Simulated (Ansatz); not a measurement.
A nudged elastic band was laid between two geometries of BH4N + H2O (9 atoms, charge 0, multiplicity 1).

Theory: RKS PBE/def2-SVP in Ansatz.

```
movable images  : 7
climbing image  : yes
spring          : 5.0 eV/Å²
optimiser       : quadratic models (default)
start path      : through a guess of the saddle point
force threshold : 0.05 eV/Å
iteration limit : 60
end points      : relaxed
```

First end point:

```xyz
9
Properties=species:S:1:pos:R:3
B -0.016 -0.278 -0.158
H 0.013 -0.786 0.948
H 0.990 0.031 -0.759
N -1.266 -0.125 -0.784
H -2.144 -0.448 -0.375
H -1.371 0.228 -1.736
O -0.300 2.246 1.036
H -0.935 1.777 0.458
H -0.364 1.730 1.861
```

Last end point:

```xyz
9
Properties=species:S:1:pos:R:3
B -0.356 0.118 -0.674
H 0.606 1.373 3.491
H 0.646 -0.525 -0.929
N -1.500 -0.025 -1.493
H -1.506 -0.653 -2.295
H -2.384 0.467 -1.360
O -0.287 0.953 0.422
H -1.110 1.449 0.585
H 0.496 1.218 2.745
```

(1) Which bonds break or form, and what moves?

(2) Give the energies along the band, and the barrier.

Results:

(1) Bonds broken: B1–H2, O7–H9. Bonds formed: B1–O7, H2–H9. BH4N + H2O becomes BH4NO + H2.

(2) It did not converge within its limit. The highest image is number 4 of 0 to 8, 1.00 eV above the first end and 1.97 eV above the last; the last end lies 0.96 eV below the first. The band didn't meet its force threshold, so its energies are provisional: the largest band force was still 0.05 eV/Å, and over the last iterations the top stayed at 1.00 eV. Neighbouring images lie up to 2.3 Å apart, so the band is torn or far too coarse. The orbitals stay closed-shell, which can raise the energy where a bond breaks towards radicals; this wasn't checked here.

```csv
image,path coordinate (Å),energy (eV),B1–H2 (Å),O7–H9 (Å),B1–O7 (Å)
0,0.00,0.00,1.22,0.98,2.81
1,2.26,0.00,1.22,0.98,2.82
2,4.52,0.85,1.24,0.98,1.73
3,6.78,0.01,1.22,0.98,2.82
4,9.04,1.00,1.41,1.26,1.61
5,10.31,-0.79,2.59,2.22,1.38
6,11.57,-0.95,3.62,2.51,1.38
7,12.84,-0.96,4.16,2.49,1.38
8,14.11,-0.96,4.45,2.47,1.38
```

Run time: 8.2 min on 2 threads of Intel(R) Xeon(R) Platinum 8259CL CPU @ 2.50GHz (Skylake/Cascade Lake), on a shared host, peak memory 0.13 GiB.
